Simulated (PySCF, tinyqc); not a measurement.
RHF in the sto-6g basis, for OH-, spin multiplicity 1, step by step. The basis has no diffuse functions, so it cannot describe the extra electron: this is an exercise in the method, not the real anion. The lowest restricted solution is unstable here: a spin-polarised one lies 0.0113 hartree lower (PySCF). Computed by tinyqc, a small Python program that keeps every step (integrals from PySCF). Settings: charge = -1, multiplicity = 1, basis = sto-6g, energy threshold = 1e-08, iteration cap = 88, orthogonalisation = symmetric, start = random, DIIS depth = 4, DIIS from iteration = 3, damping = 0.2, method = RHF. Command: `OMP_NUM_THREADS=1 python tinyqc.py 28151 28152 out.jsonl` (the two numbers bound the seeds that draw the settings). One thread of a shared host (Intel(R) Xeon(R) Processor @ 2.60GHz), about 0.1 s of CPU time with the checks. Later iterations appear only in the table of the cycle.

## One-electron integrals

Geometry (angstrom):

| atom | x | y | z |
|---|---|---|---|
| O | 0.000000 | 0.000000 | 0.000000 |
| H | 0.000000 | 0.000000 | 1.672000 |

Basis sto-6g: exponents (1/bohr^2) and contraction coefficients of normalised primitives:

| element | l (shell) | exponent | coefficient |
|---|---|---|---|
| O | s (1) | 1355.584234 | 0.009164 |
| O | s (1) | 248.544885 | 0.049361 |
| O | s (1) | 69.533902 | 0.168538 |
| O | s (1) | 23.886772 | 0.370563 |
| O | s (1) | 9.275933 | 0.416492 |
| O | s (1) | 3.820341 | 0.130334 |
| O | s (2) | 52.187762 | -0.013253 |
| O | s (2) | 10.329320 | -0.046992 |
| O | s (2) | 3.210345 | -0.033785 |
| O | s (2) | 1.235135 | 0.250242 |
| O | s (2) | 0.536420 | 0.595117 |
| O | s (2) | 0.245881 | 0.240706 |
| O | p (3) | 52.187762 | 0.003760 |
| O | p (3) | 10.329320 | 0.037679 |
| O | p (3) | 3.210345 | 0.173897 |
| O | p (3) | 1.235135 | 0.418036 |
| O | p (3) | 0.536420 | 0.425860 |
| O | p (3) | 0.245881 | 0.101708 |
| H | s (1) | 35.523221 | 0.009164 |
| H | s (1) | 6.513144 | 0.049361 |
| H | s (1) | 1.822143 | 0.168538 |
| H | s (1) | 0.625955 | 0.370563 |
| H | s (1) | 0.243077 | 0.416492 |
| H | s (1) | 0.100112 | 0.130334 |

Overlap, kinetic and nuclear-attraction integrals over the contracted functions; the nuclear repulsion is the sum of Za Zb / Rab.

nuclear repulsion = 2.53194838 hartree

overlap S:
```
           1O 1s     1O 2s    1O 2px    1O 2py    1O 2pz     2H 1s
1O 1s   1.000000  0.231145  0.000000  0.000000  0.000000  0.010611
1O 2s   0.231145  1.000000  0.000000  0.000000  0.000000  0.148241
1O 2px  0.000000  0.000000  1.000000  0.000000  0.000000  0.000000
1O 2py  0.000000  0.000000  0.000000  1.000000  0.000000  0.000000
1O 2pz  0.000000  0.000000  0.000000  0.000000  1.000000  0.149383
2H 1s   0.010611  0.148241  0.000000  0.000000  0.149383  1.000000
```

kinetic energy T (hartree):
```
            1O 1s      1O 2s    1O 2px    1O 2py    1O 2pz      2H 1s
1O 1s   29.327197  -0.896024  0.000000  0.000000  0.000000  -0.003778
1O 2s   -0.896024   0.842618  0.000000  0.000000  0.000000  -0.015380
1O 2px   0.000000   0.000000  2.531309  0.000000  0.000000   0.000000
1O 2py   0.000000   0.000000  0.000000  2.531309  0.000000   0.000000
1O 2pz   0.000000   0.000000  0.000000  0.000000  2.531309   0.011350
2H 1s   -0.003778  -0.015380  0.000000  0.000000  0.011350   0.768522
```

nuclear attraction V (hartree):
```
             1O 1s      1O 2s     1O 2px     1O 2py     1O 2pz      2H 1s
1O 1s   -61.574809  -6.224437   0.000000   0.000000  -0.005383  -0.325304
1O 2s    -6.224437  -9.316796   0.000000   0.000000  -0.064190  -0.910467
1O 2px    0.000000   0.000000  -9.307044   0.000000   0.000000   0.000000
1O 2py    0.000000   0.000000   0.000000  -9.307044   0.000000   0.000000
1O 2pz   -0.005383  -0.064190   0.000000   0.000000  -9.335103  -0.794231
2H 1s    -0.325304  -0.910467   0.000000   0.000000  -0.794231  -3.766594
```

core Hamiltonian H = T + V (hartree):
```
             1O 1s      1O 2s     1O 2px     1O 2py     1O 2pz      2H 1s
1O 1s   -32.247611  -7.120461   0.000000   0.000000  -0.005383  -0.329082
1O 2s    -7.120461  -8.474177   0.000000   0.000000  -0.064190  -0.925848
1O 2px    0.000000   0.000000  -6.775735   0.000000   0.000000   0.000000
1O 2py    0.000000   0.000000   0.000000  -6.775735   0.000000   0.000000
1O 2pz   -0.005383  -0.064190   0.000000   0.000000  -6.803795  -0.782882
2H 1s    -0.329082  -0.925848   0.000000   0.000000  -0.782882  -2.998072
```

## Two-electron integrals

Functions are numbered as in S; the eight-fold symmetry (ij|kl) = (ji|kl) = (kl|ij) leaves the list below.

Two-electron integrals (ij|kl) in chemists' order, unique and non-zero (hartree):
```
(11|11) 4.787491   (21|11) 0.675884   (21|21) 0.121505   (22|11) 1.117379
(22|21) 0.249212   (22|22) 0.817383   (31|31) 0.025762   (32|31) 0.039145
(32|32) 0.180664   (33|11) 1.117381   (33|21) 0.249212   (33|22) 0.817382
(33|33) 0.880663   (41|41) 0.025762   (42|41) 0.039145   (42|42) 0.180664
(43|43) 0.047461   (44|11) 1.117381   (44|21) 0.249212   (44|22) 0.817382
(44|33) 0.785741   (44|44) 0.880663   (51|51) 0.025762   (52|51) 0.039145
(52|52) 0.180664   (53|53) 0.047461   (54|54) 0.047461   (55|11) 1.117381
(55|21) 0.249212   (55|22) 0.817382   (55|33) 0.785741   (55|44) 0.785741
(55|55) 0.880663   (61|11) 0.032856   (61|21) 0.005673   (61|22) 0.011422
(61|33) 0.011400   (61|44) 0.011400   (61|51) 0.000278   (61|52) 0.000551
(61|55) 0.011467   (61|61) 0.000270   (62|11) 0.103451   (62|21) 0.023512
(62|22) 0.088569   (62|33) 0.087035   (62|44) 0.087035   (62|51) 0.001873
(62|52) 0.015269   (62|55) 0.091638   (62|61) 0.001109   (62|62) 0.013595
(63|31) 0.002273   (63|32) 0.013822   (63|53) 0.002975   (63|63) 0.001649
(64|41) 0.002273   (64|42) 0.013822   (64|54) 0.002975   (64|64) 0.001649
(65|11) 0.086499   (65|21) 0.019890   (65|22) 0.079598   (65|33) 0.076441
(65|44) 0.076441   (65|51) 0.003545   (65|52) 0.025809   (65|55) 0.085913
(65|61) 0.000969   (65|62) 0.014800   (65|65) 0.017484   (66|11) 0.315853
(66|21) 0.072988   (66|22) 0.314434   (66|33) 0.306145   (66|44) 0.306145
(66|51) 0.005285   (66|52) 0.061516   (66|55) 0.331011   (66|61) 0.003441
(66|62) 0.070026   (66|65) 0.085920   (66|66) 0.774999
```

## Orthogonalisation

S = U s U^T; symmetric (Loewdin) form X = U s^(-1/2) U^T, so that X^T S X = 1.

eigenvalues of S: 0.716368  0.875082  1.000000  1.000000  1.114400  1.294150

X:
```
            1O 1s      1O 2s    1O 2px    1O 2py     1O 2pz      2H 1s
1O 1s    1.021008  -0.120718  0.000000  0.000000  -0.001092   0.008178
1O 2s   -0.120718   1.029831  0.000000  0.000000   0.008813  -0.077957
1O 2px   0.000000   0.000000  1.000000  0.000000   0.000000   0.000000
1O 2py   0.000000   0.000000  0.000000  1.000000   0.000000   0.000000
1O 2pz  -0.001092   0.008813  0.000000  0.000000   1.008652  -0.076855
2H 1s    0.008178  -0.077957  0.000000  0.000000  -0.076855   1.017320
```

## Starting guess

The start is random orthonormal orbitals; D = 2 C_occ C_occ^T.

D at the start:
```
            1O 1s      1O 2s     1O 2px     1O 2py     1O 2pz      2H 1s
1O 1s    0.426179  -0.681745  -0.371421   0.218468  -0.341615   0.391835
1O 2s   -0.681745   2.142218  -0.040773   0.023982   0.011535  -0.285240
1O 2px  -0.371421  -0.040773   1.918275   0.048070  -0.073447   0.074703
1O 2py   0.218468   0.023982   0.048070   1.971725   0.043201  -0.043940
1O 2pz  -0.341615   0.011535  -0.073447   0.043201   1.980721  -0.245669
2H 1s    0.391835  -0.285240   0.074703  -0.043940  -0.245669   2.025697
```

## Iteration 1: building the Fock matrix

J_ij = sum D_kl (ij|kl), K_ij = sum D_kl (ik|jl); F = H + J - 0.5 K; E = tr D H + tr D J / 2 - 0.25 tr D K + E_nn.

Coulomb J (hartree):
```
            1O 1s      1O 2s     1O 2px    1O 2py     1O 2pz      2H 1s
1O 1s   10.636324   2.248412  -0.021990  0.012934  -0.008584   0.103689
1O 2s    2.248412   7.242301  -0.041746  0.024555   0.081077   0.848604
1O 2px  -0.021990  -0.041746   7.224248  0.004563  -0.006527  -0.003006
1O 2py   0.012934   0.024555   0.004563  7.229322   0.003839   0.001768
1O 2pz  -0.008584   0.081077  -0.006527  0.003839   7.273318   0.803728
2H 1s    0.103689   0.848604  -0.003006  0.001768   0.803728   4.043475
```

exchange K (hartree):
```
            1O 1s      1O 2s     1O 2px     1O 2py     1O 2pz      2H 1s
1O 1s    1.553221   0.241564  -0.435323   0.256055  -0.360742   0.084613
1O 2s    0.241564   2.511562  -0.140261   0.082501  -0.104400   0.325905
1O 2px  -0.435323  -0.140261   2.217343   0.040052  -0.055264   0.007970
1O 2py   0.256055   0.082501   0.040052   2.261878   0.032506  -0.004688
1O 2pz  -0.360742  -0.104400  -0.055264   0.032506   2.254859   0.278260
2H 1s    0.084613   0.325905   0.007970  -0.004688   0.278260   1.558895
```

Fock matrix F (hartree):
```
             1O 1s      1O 2s     1O 2px     1O 2py     1O 2pz      2H 1s
1O 1s   -22.387898  -4.992831   0.195672  -0.115093   0.166405  -0.267700
1O 2s    -4.992831  -2.487657   0.028385  -0.016696   0.069087  -0.240196
1O 2px    0.195672   0.028385  -0.660158  -0.015463   0.021105  -0.006991
1O 2py   -0.115093  -0.016696  -0.015463  -0.677352  -0.012414   0.004112
1O 2pz    0.166405   0.069087   0.021105  -0.012414  -0.657906  -0.118283
2H 1s    -0.267700  -0.240196  -0.006991   0.004112  -0.118283   0.265956
```

total energy of this density = -37.06791557 hartree

This density is the starting one.

## Iteration 1: diagonalisation and new density

Diagonalise F' = X^T F X, C = X C', fill 5 alpha and 5 beta electrons from the bottom; D = 2 C_occ C_occ^T; the new density keeps 0.2 of the old one (damping). Each column has its largest component positive (the first on a tie).

F' = X^T F X (hartree):
```
            1          2          3          4          5          6
1  -22.148213  -2.235401   0.196276  -0.115448   0.163310  -0.066475
2   -2.235401  -1.686977   0.006341  -0.003730   0.058697  -0.113651
3    0.196276   0.006341  -0.660158  -0.015463   0.021861  -0.009347
4   -0.115448  -0.003730  -0.015463  -0.677352  -0.012858   0.005498
5    0.163310   0.058697   0.021861  -0.012858  -0.648411  -0.097960
6   -0.066475  -0.113651  -0.009347   0.005498  -0.097960   0.313872
```

orbital energies (hartree): MO1 -22.393526, MO2 -1.453914, MO3 -0.686448, MO4 -0.677572, MO5 -0.626844, MO6 0.331064

coefficients C:
```
              MO1        MO2       MO3        MO4        MO5        MO6
1O 1s    1.002088  -0.228760  0.000000  -0.011724   0.011144   0.017996
1O 2s   -0.009774   1.028965  0.000000   0.047359   0.006117  -0.141896
1O 2px  -0.008996   0.020288  0.506994  -0.562001   0.653057  -0.011677
1O 2py   0.005292  -0.011933  0.861950   0.330566  -0.384124   0.006869
1O 2pz  -0.008196  -0.040173  0.000000   0.754843   0.647500  -0.180664
2H 1s    0.003822  -0.016376  0.000000   0.011825   0.029023   1.022607
```

D after iteration 1:
```
            1O 1s      1O 2s     1O 2px     1O 2py     1O 2pz      2H 1s
1O 1s    1.776074  -0.529417  -0.073948   0.043496  -0.069375   0.090784
1O 2s   -0.529417   2.126276  -0.010806   0.006356  -0.000168  -0.082889
1O 2px  -0.073948  -0.010806   1.983437   0.009742  -0.018065   0.034047
1O 2py   0.043496   0.006356   0.009742   1.994270   0.010626  -0.020026
1O 2pz  -0.069375  -0.000168  -0.018065   0.010626   1.981304  -0.003782
2H 1s    0.090784  -0.082889   0.034047  -0.020026  -0.003782   0.407163
```

## Iteration 2: building the Fock matrix

As before.

Coulomb J (hartree):
```
            1O 1s      1O 2s     1O 2px    1O 2py     1O 2pz      2H 1s
1O 1s   16.938394   3.113420  -0.004501  0.002648  -0.001722   0.145919
1O 2s    3.113420   8.444257  -0.008753  0.005148   0.016929   0.901007
1O 2px  -0.004501  -0.008753   8.440879  0.000925  -0.001512  -0.000630
1O 2py   0.002648   0.005148   0.000925  8.441907   0.000889   0.000371
1O 2pz  -0.001722   0.016929  -0.001512  0.000889   8.449978   0.808165
2H 1s    0.145919   0.901007  -0.000630  0.000371   0.808165   3.329021
```

exchange K (hartree):
```
            1O 1s      1O 2s     1O 2px     1O 2py     1O 2pz      2H 1s
1O 1s    8.204288   1.315144  -0.087184   0.051281  -0.072832   0.084553
1O 2s    1.315144   2.761494  -0.028674   0.016866  -0.020478   0.292345
1O 2px  -0.087184  -0.028674   2.322644   0.008117  -0.012348   0.006944
1O 2py   0.051281   0.016866   0.008117   2.331670   0.007263  -0.004084
1O 2pz  -0.072832  -0.020478  -0.012348   0.007263   2.324931   0.240577
2H 1s    0.084553   0.292345   0.006944  -0.004084   0.240577   0.373190
```

Fock matrix F (hartree):
```
             1O 1s      1O 2s     1O 2px     1O 2py     1O 2pz      2H 1s
1O 1s   -19.411361  -4.664614   0.039090  -0.022993   0.029311  -0.225440
1O 2s    -4.664614  -1.410668   0.005585  -0.003285  -0.037022  -0.171013
1O 2px    0.039090   0.005585   0.503822  -0.003134   0.004662  -0.004102
1O 2py   -0.022993  -0.003285  -0.003134   0.500337  -0.002742   0.002413
1O 2pz    0.029311  -0.037022   0.004662  -0.002742   0.483718  -0.095006
2H 1s    -0.225440  -0.171013  -0.004102   0.002413  -0.095006   0.144354
```

total energy of this density = -66.89425093 hartree

This density is a damped mixture and is not idempotent.

## Iteration 2: diagonalisation and new density

As before.

F' = X^T F X (hartree):
```
            1          2          3          4          5          6
1  -19.109677  -2.389392   0.039199  -0.023057   0.029923  -0.013769
2   -2.389392  -0.595634   0.001393  -0.000819  -0.022941  -0.113108
3    0.039199   0.001393   0.503822  -0.003134   0.005024  -0.004647
4   -0.023057  -0.000819  -0.003134   0.500337  -0.002955   0.002733
5    0.029923  -0.022941   0.005024  -0.002955   0.507135  -0.145409
6   -0.013769  -0.113108  -0.004647   0.002733  -0.145409   0.186082
```

orbital energies (hartree): MO1 -19.413254, MO2 -0.320661, MO3 0.158145, MO4 0.498494, MO5 0.504874, MO6 0.564468

coefficients C:
```
              MO1        MO2        MO3       MO4        MO5        MO6
1O 1s    0.997675  -0.239325   0.066392  0.000000   0.004144  -0.006285
1O 2s    0.009851   0.988276  -0.318437  0.000000  -0.011010   0.054495
1O 2px  -0.001960   0.005053   0.004504  0.506994   0.855153   0.107805
1O 2py   0.001153  -0.002972  -0.002649  0.861950  -0.502996  -0.063410
1O 2pz  -0.001427   0.063222   0.288981  0.000000  -0.122866   0.959562
2H 1s   -0.000168   0.154613   0.909112  0.000000   0.049841  -0.440587
```

D after iteration 2:
```
            1O 1s      1O 2s     1O 2px     1O 2py     1O 2pz      2H 1s
1O 1s    2.046507  -0.502489  -0.013706   0.008062  -0.010479   0.055588
1O 2s   -0.502489   2.150551  -0.011561   0.006800  -0.045158  -0.236170
1O 2px  -0.013706  -0.011561   1.978092   0.012886  -0.169126   0.082805
1O 2py   0.008062   0.006800   0.012886   1.992421   0.099479  -0.048706
1O 2pz  -0.010479  -0.045158  -0.169126   0.099479   0.560428   0.425431
2H 1s    0.055588  -0.236170   0.082805  -0.048706   0.425431   1.446032
```

## Iteration 17 (converged): orbitals

converged F (hartree):
```
             1O 1s      1O 2s    1O 2px    1O 2py     1O 2pz      2H 1s
1O 1s   -19.917530  -4.830763  0.000000  0.000000  -0.007465  -0.225188
1O 2s    -4.830763  -1.791880  0.000000  0.000000   0.039634  -0.214827
1O 2px    0.000000   0.000000  0.078936  0.000000   0.000000   0.000000
1O 2py    0.000000   0.000000  0.000000  0.078936   0.000000   0.000000
1O 2pz   -0.007465   0.039634  0.000000  0.000000   0.561916  -0.184208
2H 1s    -0.225188  -0.214827  0.000000  0.000000  -0.184208   0.184594
```

Diagonalise F' = X^T F X, C = X C', fill 5 alpha and 5 beta electrons from the bottom; D = 2 C_occ C_occ^T. Each column has its largest component positive (the first on a tie).

F' = X^T F X (hartree):
```
            1          2         3         4          5          6
1  -19.601737  -2.458079  0.000000  0.000000  -0.019117   0.001576
2   -2.458079  -0.957112  0.000000  0.000000   0.069517  -0.142208
3    0.000000   0.000000  0.078936  0.000000   0.000000   0.000000
4    0.000000   0.000000  0.000000  0.078936   0.000000   0.000000
5   -0.019117   0.069517  0.000000  0.000000   0.602236  -0.253478
6    0.001576  -0.142208  0.000000  0.000000  -0.253478   0.247918
```

orbital energies (hartree): MO1 -19.920380, MO2 -0.661285, MO3 0.078936, MO4 0.078936, MO5 0.126586, MO6 0.746385

coefficients C:
```
              MO1        MO2       MO3        MO4        MO5        MO6
1O 1s    0.997023  -0.247067  0.000000   0.000000   0.034638  -0.028288
1O 2s    0.012609   1.013661  0.000000   0.000000  -0.183420   0.141315
1O 2px   0.000000   0.000000  0.506994   0.861950   0.000000   0.000000
1O 2py   0.000000   0.000000  0.861950  -0.506994   0.000000   0.000000
1O 2pz   0.000489  -0.029235  0.000000   0.000000   0.416909   0.921247
2H 1s   -0.001101   0.073288  0.000000   0.000000   0.856473  -0.555043
```

D after iteration 17:
```
            1O 1s      1O 2s    1O 2px    1O 2py     1O 2pz      2H 1s
1O 1s    2.112594  -0.488447  0.000000  0.000000   0.044303   0.020925
1O 2s   -0.488447   2.122619  0.000000  0.000000  -0.212194  -0.165638
1O 2px   0.000000   0.000000  2.000000  0.000000   0.000000   0.000000
1O 2py   0.000000   0.000000  0.000000  2.000000   0.000000   0.000000
1O 2pz   0.044303  -0.212194  0.000000  0.000000   0.349336   0.709857
2H 1s    0.020925  -0.165638  0.000000  0.000000   0.709857   1.477837
```

Within a degenerate level the vectors are fixed only up to a rotation; this is one choice.

## Convergence

Stop when the energy changes by less than 1e-08 hartree and every element of the error matrix X^T (F D S - S D F) X is below 3e-05.

Course of the cycle:

| iteration | E (hartree) | change | largest element of the error matrix |
|---|---|---|---|
| 1 | -37.06791557 | - | 8.51e+00 |
| 2 | -66.89425093 | -2.98e+01 | 1.52e+00 |
| 3 | -73.08238477 | -6.19e+00 | 3.16e-01 |
| 4 | -74.36741130 | -1.29e+00 | 8.73e-02 |
| 5 | -74.62815759 | -2.61e-01 | 2.05e-02 |
| 6 | -74.68088317 | -5.27e-02 | 1.12e-02 |
| 7 | -74.69179938 | -1.09e-02 | 8.25e-03 |
| 8 | -74.69396618 | -2.17e-03 | 1.80e-03 |
| 9 | -74.69490690 | -9.41e-04 | 6.76e-04 |
| 10 | -74.69511520 | -2.08e-04 | 1.46e-04 |
| 11 | -74.69515865 | -4.34e-05 | 2.71e-05 |
| 12 | -74.69516741 | -8.76e-06 | 5.62e-06 |
| 13 | -74.69516916 | -1.76e-06 | 1.12e-06 |
| 14 | -74.69516951 | -3.51e-07 | 2.25e-07 |
| 15 | -74.69516958 | -7.02e-08 | 4.50e-08 |
| 16 | -74.69516960 | -1.40e-08 | 8.99e-09 |
| 17 | -74.69516960 | -2.81e-09 | 1.80e-09 |

PySCF RHF in the same basis = -74.69516960 hartree

Converged in 17 iterations.

## Populations, bond orders and dipole

Mulliken: Z minus the diagonal of D S on the atom; Loewdin: the same with S^(1/2) D S^(1/2); Mayer order: 2 sum_s sum (D(s) S)_ij (D(s) S)_ji over the two atoms.

Charges (e):

| atom | Mulliken | Loewdin |
|---|---|---|
| 1O | -0.440455 | -0.445913 |
| 2H | -0.559545 | -0.554087 |

Mayer bond orders:

| pair | order |
|---|---|
| 2-1 | 0.686909 |

dipole moment about the origin, x y z (debye): 0.000000  0.000000  -4.015150
